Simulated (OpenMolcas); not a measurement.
# A workflow on HNO2 (nitrous acid)

We compute the energy (UHF/STO-3G), then the energy (CASSCF(4,4)/STO-3G), then the energy (CASPT2(4,4)/STO-3G), then the energy (SC-NEVPT2(4,4)/STO-3G), then a single-point energy (MRCI(4,4)/STO-3G) of HNO2 (nitrous acid). 

Program for the calculation: OpenMolcas 26.06.

5 further runs of the same task are left out: 5 that didn't finish.

### 1 The system as given

HNO2: 4 atoms, total charge 0, spin state singlet. SMILES: `O=NO`. The N2–O3 distance was set to 3.493 Å, away from the relaxed value. At this shape a bond of the SMILES string is far longer than usual.

Bond lengths: O1–N2 1.162 Å, O3–H4 0.967 Å.

### 2 A single-point energy at UHF/STO-3G (run 1)

step1.input

```
>>> EXPORT MOLCAS_PRINT=2
&GATEWAY
BasLib
$CurrDir
Coord
4
angstrom
O        1.437870      -1.233885       2.742316
N        1.344370      -1.700515       1.682426
O       -0.362650       0.434660      -0.492650
H       -0.371140      -0.062490      -1.321980
Basis
STO-3G
Group
NoSym
&SEWARD
&SCF
UHF
Scramble
0.25
PrOrbitals
1 1
```

The basis set STO-3G is read from a file made from the Basis Set Exchange's data (not shown).

Run with:

```
export MOLCAS_MEM=1860
pymolcas step1.input > step1.log
```

The program printed:

```text
--- Start Module: gateway ---
[...]
--- Stop Module: gateway /rc=_RC_ALL_IS_WELL_ ---
--- Start Module: seward ---
[...]
      Basis functions           16
--- Stop Module: seward /rc=_RC_ALL_IS_WELL_ ---
[...]
--- Start Module: scf ---
[...]
       Convergence after  48 Iterations
[...]
::    Total SCF energy                               -201.8967319085
[...]
      Total spin, S                                     0.7331209786
[...]
      Total electronic charge=   24.000000
      Total            charge=   -0.000000
[...]
      Dipole Moment (debye):
      Origin of the operator (angstrom)=    0.7585   -0.7800    1.2385
                   X=  6.7698E-03               Y= -5.5133E-01               Z= -8.6812E-01           Total=  1.0284E+00
      Quadrupole Moment (debye*angstrom):
[...]
--- Stop Module: scf /rc=_RC_ALL_IS_WELL_ ---
[...]
```

Run time: 3.3 s. Hardware: 1 thread of Intel Xeon Platinum 8488C (Sapphire Rapids), shared host; peak memory 0.37 GiB.

### 3 The energy at CASSCF(4,4)/STO-3G (run 2)

step2.input

```
&GATEWAY
BASLIB=$CurrDir
COORD
4
angstrom
O        1.437870      -1.233885       2.742316
N        1.344370      -1.700515       1.682426
O       -0.362650       0.434660      -0.492650
H       -0.371140      -0.062490      -1.321980
BASIS=STO-3G
GROUP=NoSym
&SEWARD
&RASSCF
FILEORB=$CurrDir/step1.UnaOrb
SPIN=1
NACTEL=4 0 0
INACTIVE=10
RAS2=4
ORBLISTING=Nothing
ORBAPPEAR=Compact
```

The basis set STO-3G is read from a file made from the Basis Set Exchange's data (not shown).

Run with:

```
export MOLCAS_MEM=1860
pymolcas step2.input > step2.log
```

The program printed:

```text
--- Start Module: gateway ---
[...]
--- Stop Module: gateway /rc=_RC_ALL_IS_WELL_ ---
--- Start Module: seward ---
[...]
      Basis functions           16
--- Stop Module: seward /rc=_RC_ALL_IS_WELL_ ---
--- Start Module: rasscf ---
[...]
      Number of active orbitals                  4
[...]
      Spin quantum number                      0.0
[...]
      Active orbitals                            4
[...]
      Number of CSFs                            20
[...]
      Number of root(s) required                 1
[...]
      Convergence after 16 iterations
[...]
      printout of CI-coefficients larger than  0.05 for root  1
      energy=    -201.941227
      conf/sym  1111     Coeff  Weight
             1  2200  -0.68522 0.46953
             6  2020   0.68435 0.46834
            14  0202   0.17232 0.02970
            20  0022  -0.17210 0.02962
      Natural orbitals and occupation numbers for root  1
      sym 1:   1.878557   1.001269   0.998732   0.121443
      ************************************************************************************************************************
      *                                                    Final results                                                     *
[...]
::    RASSCF root number  1 Total energy:   -201.94122699
[...]
      Total electronic charge=   24.000000
      Total            charge=   -0.000000
[...]
      Dipole Moment (debye):
      Origin of the operator (angstrom)=    0.7585   -0.7800    1.2385
                   X=  1.6009E-02               Y= -5.0586E-01               Z= -7.6429E-01           Total=  9.1668E-01
      Quadrupole Moment (debye*angstrom):
[...]
--- Stop Module: rasscf /rc=_RC_ALL_IS_WELL_ ---
[...]
```

Run time: 2.2 s. Hardware: 1 thread of Intel Xeon Platinum 8488C (Sapphire Rapids), shared host; peak memory 0.37 GiB.

### 4 A single-point energy at CASPT2(4,4)/STO-3G (run 3)

step3.input

```
* HNO2 CASPT2

&GATEWAY
 BASLIB=$CurrDir
 COORD
 4
 angstrom
 O        1.437870      -1.233885       2.742316
 N        1.344370      -1.700515       1.682426
 O       -0.362650       0.434660      -0.492650
 H       -0.371140      -0.062490      -1.321980
 BASIS=STO-3G
 GROUP=NoSym

&SEWARD

&RASSCF
 FILEORB=$CurrDir/step2.RasOrb
 SPIN=1
 NACTEL=4 0 0
 INACTIVE=10
 RAS2=4
 ORBLISTING=Nothing
 ORBAPPEAR=Compact

&CASPT2
 IMAGINARY=0.1
 FROZEN=3
```

The basis set STO-3G is read from a file made from the Basis Set Exchange's data (not shown).

Run with:

```
export MOLCAS_MEM=1860
pymolcas step3.input > step3.log
```

The program printed:

```text
--- Start Module: gateway ---
[...]
--- Stop Module: gateway /rc=_RC_ALL_IS_WELL_ ---
[...]
      Basis functions           16
[...]
--- Start Module: rasscf ---
[...]
      Number of active orbitals                  4
[...]
      Spin quantum number                      0.0
[...]
      Active orbitals                            4
[...]
      Number of CSFs                            20
[...]
      Number of root(s) required                 1
[...]
      Convergence after  4 iterations
[...]
      printout of CI-coefficients larger than  0.05 for root  1
      energy=    -201.941227
      conf/sym  1111     Coeff  Weight
             1  2200  -0.68522 0.46953
             6  2020   0.68435 0.46834
            14  0202   0.17232 0.02969
            20  0022  -0.17210 0.02962
      Natural orbitals and occupation numbers for root  1
      sym 1:   1.878559   1.001268   0.998733   0.121440
      ************************************************************************************************************************
      *                                                    Final results                                                     *
[...]
::    RASSCF root number  1 Total energy:   -201.94122699
[...]
      Total electronic charge=   24.000000
      Total            charge=   -0.000000
[...]
      Dipole Moment (debye):
      Origin of the operator (angstrom)=    0.7585   -0.7800    1.2385
                   X=  1.6016E-02               Y= -5.0585E-01               Z= -7.6424E-01           Total=  9.1663E-01
      Quadrupole Moment (debye*angstrom):
[...]
--- Stop Module: rasscf /rc=_RC_ALL_IS_WELL_ ---
--- Start Module: caspt2 ---
[...]
 ###    WARNING: User changed nr of frozen orbitals.                         ###
 ###############################################################################
[...]
      E2 (Variational):          -0.0839498930
      Total energy:            -202.0251768857
[...]
      Reference weight:           0.96333
[...]
::    CASPT2 Root  1     Total energy:   -202.02517689
[...]
--- Stop Module: caspt2 /rc=_RC_ALL_IS_WELL_ ---
[...]
```

Wall time 2.4 s (1 thread of Intel Xeon Platinum 8488C (Sapphire Rapids), shared host); peak memory 0.37 GiB.

### 5 The energy at SC-NEVPT2(4,4)/STO-3G (run 4)

step4.inp

```
>>> EXPORT MOLCAS_PRINT=2

&gateway
  baslib
  $CurrDir
  coord
  4
  angstrom
  O        1.437870      -1.233885       2.742316
  N        1.344370      -1.700515       1.682426
  O       -0.362650       0.434660      -0.492650
  H       -0.371140      -0.062490      -1.321980
  basis
  STO-3G
  group
  NoSym

&seward

&rasscf
  fileorb
  $CurrDir/step2.RasOrb
  spin
  1
  nactel
  4 0 0
  inactive
  10
  ras2
  4
  orblisting
  Nothing
  orbappear
  Compact

&caspt2
  sc-nevpt2
  frozen
  3
```

The basis set STO-3G is read from a file made from the Basis Set Exchange's data (not shown).

Run with:

```
export MOLCAS_MEM=1860
pymolcas step4.inp > step4.log
```

The program printed:

```text
--- Start Module: gateway ---
[...]
--- Stop Module: gateway /rc=_RC_ALL_IS_WELL_ ---
[...]
      Basis functions           16
[...]
--- Start Module: rasscf ---
[...]
      Number of active orbitals                  4
[...]
      Spin quantum number                      0.0
[...]
      Active orbitals                            4
[...]
      Number of CSFs                            20
[...]
      Number of root(s) required                 1
[...]
      Convergence after  4 iterations
[...]
      printout of CI-coefficients larger than  0.05 for root  1
      energy=    -201.941227
      conf/sym  1111     Coeff  Weight
             1  2200  -0.68522 0.46953
             6  2020   0.68435 0.46834
            14  0202   0.17232 0.02969
            20  0022  -0.17210 0.02962
      Natural orbitals and occupation numbers for root  1
      sym 1:   1.878559   1.001268   0.998733   0.121440
      ************************************************************************************************************************
      *                                                    Final results                                                     *
[...]
::    RASSCF root number  1 Total energy:   -201.94122699
[...]
      Total electronic charge=   24.000000
      Total            charge=   -0.000000
[...]
      Dipole Moment (debye):
      Origin of the operator (angstrom)=    0.7585   -0.7800    1.2385
                   X=  1.6016E-02               Y= -5.0585E-01               Z= -7.6424E-01           Total=  9.1663E-01
      Quadrupole Moment (debye*angstrom):
[...]
--- Stop Module: rasscf /rc=_RC_ALL_IS_WELL_ ---
--- Start Module: caspt2 ---
[...]
 ###    WARNING: User changed nr of frozen orbitals.                         ###
 ###############################################################################
[...]
      E2 (Variational):          -0.0823948899
[...]
      E2 (Variational):          -0.0820570932
      Total energy:            -202.0232840858
[...]
      Reference weight:           0.96544
[...]
::    SC-NEVPT2 Root  1     Total energy:   -202.02328409
[...]
--- Stop Module: caspt2 /rc=_RC_ALL_IS_WELL_ ---
[...]
```

It took 2.2 s on 1 thread of Intel Xeon Platinum 8488C (Sapphire Rapids), shared host; peak memory 0.37 GiB.

### 6 A single-point energy at MRCI(4,4)/STO-3G (run 5)

step5.inp

```
>>> EXPORT MOLCAS_PRINT=2

&GATEWAY
 BasLib = $CurrDir
 Coord
 4
 angstrom
 O        1.437870      -1.233885       2.742316
 N        1.344370      -1.700515       1.682426
 O       -0.362650       0.434660      -0.492650
 H       -0.371140      -0.062490      -1.321980
 Basis = STO-3G
 Group = NoSym

&SEWARD

&RASSCF
 FileOrb = $CurrDir/step2.RasOrb
 Spin = 1
 Nactel = 4 0 0
 Inactive = 10
 Ras2 = 4
 OrbListing = Nothing
 OrbAppear = Compact

&MOTRA
 LumOrb
 Frozen = 3

&GUGA
 Electrons = 18
 Spin = 1
 Inactive = 7
 Active = 4
 CIAll = 1

&MRCI
 SDCI
```

The basis set STO-3G is read from a file made from the Basis Set Exchange's data (not shown).

Run with:

```
export MOLCAS_MEM=1860
pymolcas step5.inp > step5.log
```

The program printed:

```text
--- Start Module: gateway ---
[...]
--- Stop Module: gateway /rc=_RC_ALL_IS_WELL_ ---
[...]
      Basis functions           16
[...]
      Number of active orbitals                  4
[...]
      Spin quantum number                      0.0
[...]
      Active orbitals                            4
[...]
      Number of CSFs                            20
[...]
      Number of root(s) required                 1
[...]
      Convergence after  4 iterations
[...]
      printout of CI-coefficients larger than  0.05 for root  1
      energy=    -201.941227
      conf/sym  1111     Coeff  Weight
             1  2200  -0.68522 0.46953
             6  2020   0.68435 0.46834
            14  0202   0.17232 0.02969
            20  0022  -0.17210 0.02962
      Natural orbitals and occupation numbers for root  1
      sym 1:   1.878559   1.001268   0.998733   0.121440
      ************************************************************************************************************************
      *                                                    Final results                                                     *
[...]
::    RASSCF root number  1 Total energy:   -201.94122699
[...]
      Dipole Moment (debye):
      Origin of the operator (angstrom)=    0.7585   -0.7800    1.2385
                   X=  1.6016E-02               Y= -5.0585E-01               Z= -7.6424E-01           Total=  9.1663E-01
      Quadrupole Moment (debye*angstrom):
[...]
      *** WARNING: Default frozen orbitals is overwritten by user input.
      *** Default values:   3
[...]
--- Start Module: guga ---
[...]
--- Stop Module: guga /rc=_RC_ALL_IS_WELL_ ---
--- Start Module: mrci ---
[...]
       (But an ACPF correction will be computed)
       USE THE DEFAULT ACPF G-VALUE GFAC=  0.11111111111111110
[...]
                      CI ENERGY:  -202.04566973
[...]
                ACPF CORRECTION:    -0.00663218
[...]
      Total electronic charge=   24.000000
      Total            charge=   -0.000000
[...]
     ACPF CORRECTION:     -0.00663218
[...]
  CI State   1     Total energy:   -202.04566973     QDav:     -0.00752090     QACPF:     -0.00663218
[...]
--- Stop Module: mrci /rc=_RC_ALL_IS_WELL_ ---
[...]
```

Run time: 3.9 s. Hardware: 1 thread of Intel Xeon Platinum 8488C (Sapphire Rapids), shared host; peak memory 0.37 GiB.

### 7 Summary of results

| quantity | value |
| --- | --- |
| run 1, UHF/STO-3G: total energy | -201.89673 Eh |
| run 1, UHF/STO-3G: dipole moment | 1.03 D |
| run 1, UHF/STO-3G: HOMO energy | -8.80 eV |
| run 1, UHF/STO-3G: LUMO energy | 6.85 eV |
| run 1, UHF/STO-3G: HOMO–LUMO gap | 15.65 eV |
| run 1, UHF/STO-3G: ⟨S²⟩ | 1.271 |
| run 2, CASSCF(4,4)/STO-3G: total energy | -201.94123 Eh |
| run 2, CASSCF(4,4)/STO-3G: dipole moment (CASSCF density) | 0.92 D |
| run 3, CASPT2(4,4)/STO-3G: total energy | -202.02518 Eh |
| run 3, CASPT2(4,4)/STO-3G: dipole moment (CASSCF density) | 0.92 D |
| run 4, SC-NEVPT2(4,4)/STO-3G: total energy | -202.02328 Eh |
| run 4, SC-NEVPT2(4,4)/STO-3G: dipole moment (CASSCF density) | 0.92 D |
| run 5, MRCI(4,4)/STO-3G: total energy | -202.04567 Eh |
| run 5, MRCI(4,4)/STO-3G: dipole moment (CASSCF density) | 0.92 D |

In words: ⟨S²⟩ (run 1, UHF/STO-3G) is 1.27 where a pure singlet has 0.00: the reference is spin-contaminated. Mulliken charges (run 3, CASPT2(4,4)/STO-3G) of the CASSCF density run from -0.17 on O3 to +0.17 on H4.
